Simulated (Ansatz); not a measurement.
Write a Python script for the Python package of Ansatz (0.2.0) that makes a composite energy at a relaxed geometry of HO (charge -1). Level of theory (for the species named): PBE0, def2-SVP basis, multiplicity 1, D4 dispersion.

```xyz
2

O     0.4186   -0.1340    0.2160
H    -0.4186    0.1340   -0.2160
```

Script `composite_ho.py`:
```python
import itertools

import ansatz as az
from ase.data import atomic_numbers, covalent_radii
import numpy as np

GEOMETRY = """
O     0.41858   -0.13401    0.21595
H    -0.41858    0.13401   -0.21595
"""


def main() -> None:
    mol = az.Crystal.molecule()
    for line in GEOMETRY.strip().splitlines():
        symbol, *xyz = line.split()
        mol = mol.atom(symbol, [float(v) for v in xyz])

    base = (
        mol.calculation()
        .basis(gaussian="def2-SVP")
        .functional("pbe0", dispersion="d4")
        .charge(-1)
    )
    symbols = [site.symbol for site in mol.cartesian_sites]
    start = np.array([site.position_ang for site in mol.cartesian_sites], dtype=float)
    rep = base.relax(force_tolerance=0.01).run(threads=1).report
    end = np.array(rep["positions_ang"])
    radius = [covalent_radii[atomic_numbers[s]] for s in symbols]
    span = lambda where, i, j: np.linalg.norm(where[i] - where[j])
    bonded = [(i, j) for i, j in itertools.combinations(range(len(symbols)), 2) if min(span(start, i, j), span(end, i, j)) < 1.2 * (radius[i] + radius[j])]
    print("pair        before    after (A)")
    for i, j in bonded:
        print(f"{symbols[i]}{i}-{symbols[j]}{j}".ljust(10), f"{span(start, i, j):8.4f} {span(end, i, j):8.4f}")

    minimum = az.Crystal.molecule()
    for symbol, place in zip(symbols, end):
        minimum = minimum.atom(symbol, place.tolist())
    at_minimum = minimum.calculation().charge(-1)
    level = lambda method, basis: at_minimum.basis(gaussian=basis).correlation(method).run(threads=1).report
    small, large, cluster = level("mp2", "cc-pVDZ"), level("mp2", "cc-pVTZ"), level("ccsd_t", "cc-pVDZ")
    corr = lambda each: (each["free_energy_ev"] - each["reference_energy_ev"]) / 27.211386246
    mp2_limit = (27 * corr(large) - 8 * corr(small)) / 19
    pieces = {"HF / cc-pVTZ": large["reference_energy_ev"] / 27.211386246, "MP2 correlation, DZ-TZ limit": mp2_limit, "CCSD(T) - MP2 / cc-pVDZ": corr(cluster) - corr(small)}
    for name, value in pieces.items():
        print(f"{name:32s} {value:14.6f} Ha")
    print(f"{'sum':32s} {sum(pieces.values()):14.6f} Ha")
    print("T1 diagnostic", round(cluster["correlation"]["coupled_cluster"]["t1_diagnostic"], 4))


if __name__ == "__main__":
    main()
```

```console
$ python composite_ho.py
pair        before    after (A)
O0-H1        0.9794   0.9807
HF / cc-pVTZ                         -75.382072 Ha
MP2 correlation, DZ-TZ limit          -0.294829 Ha
CCSD(T) - MP2 / cc-pVDZ               -0.009800 Ha
sum                                  -75.686701 Ha
T1 diagnostic 0.0049
```

Reading the output:
- Total energies depend on the basis set; only differences at equal settings carry meaning.
- The sum leaves out core correlation, relativity, the Hartree-Fock basis error and zero-point energy; a DZ-TZ extrapolation is rough.
- Inner cores stay frozen, so this is valence correlation.
- Anions want diffuse functions, which this basis lacks.
- The whole script took 1.1 s on 1 thread of Arm Neoverse V2 (shared host), peak memory 0.15 GiB.
